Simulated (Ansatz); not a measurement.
C$_{2}$H$_{7}$Si, SMILES `CC[SiH2]` radical, relaxed with UKS PBE0-D4/def2-TZVP in Ansatz 0.2.0 from a PBE-D4/def2-SVP geometry. The force threshold is 0.005 eV/Å; the program also tests the step.

Charge 0, multiplicity 2.

Start:

```xyz
10

C    -0.707   -0.741   -0.576
C     0.640   -0.016   -0.419
Si    0.718    1.129    1.102
H    -0.711   -1.395   -1.474
H    -1.548   -0.026   -0.686
H    -0.932   -1.383    0.300
H     0.863    0.599   -1.318
H     1.473   -0.747   -0.339
H     0.525    0.356    2.387
H    -0.321    2.223    1.023
```

**Question.** By how much does the energy fall, and how many steps does the optimiser take? (An estimate is asked.)

**Answer.** The calculation gave: 3.52 kJ/mol, in 4 steps.

**Question.** Which bonds change most? (Estimate.)

**Answer.** The calculation gave: C2–Si3 from 1.905 to 1.882 Å; Si3–H9 from 1.512 to 1.492 Å; Si3–H10 from 1.511 to 1.492 Å; C1–H4 from 1.111 to 1.094 Å.

**Question.** Give the relaxed structure. (Best estimate.)

**Answer.** Ansatz gave: 
```xyz
10

C    -0.700   -0.732   -0.568
C     0.640   -0.013   -0.417
Si    0.708    1.114    1.089
H    -0.706   -1.377   -1.451
H    -1.524   -0.021   -0.673
H    -0.917   -1.358    0.301
H     0.854    0.590   -1.305
H     1.456   -0.738   -0.337
H     0.512    0.346    2.353
H    -0.323    2.190    1.008
```
